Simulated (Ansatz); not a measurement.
Rutile MgF₂ was calculated with HSE06 in Ansatz (plane waves, PAW).

Total energies, extrapolated to zero smearing (they compare only within this program, potentials and cutoff; free atoms with spin allowed, lowest state found):

```json
[
 {"system": "rutile MgF₂, relaxed", "energy (eV/atom)": "-1181.8838"},
 {"system": "free Mg atom", "energy (eV/atom)": "-1922.5520"},
 {"system": "free F atom", "energy (eV/atom)": "-804.4715"}
]
```

Q: Work out the cohesive energy per atom.

A: E_coh = [1 × (-1922.5520) + 2 × (-804.4715)]/3 − (-1181.8838) = 4.72 eV/atom. The reference value is 4.96 ± 0.03 eV/atom (worked out here from tabulated enthalpies at 298 K, copied from a table, unchecked, brought to a static lattice with a Debye model, atoms in their spin–orbit ground levels; inputs from the CRC Handbook), a difference of -0.24 eV/atom.

The PAW data were made under PBE.

Ansatz is a program for electronic structure.
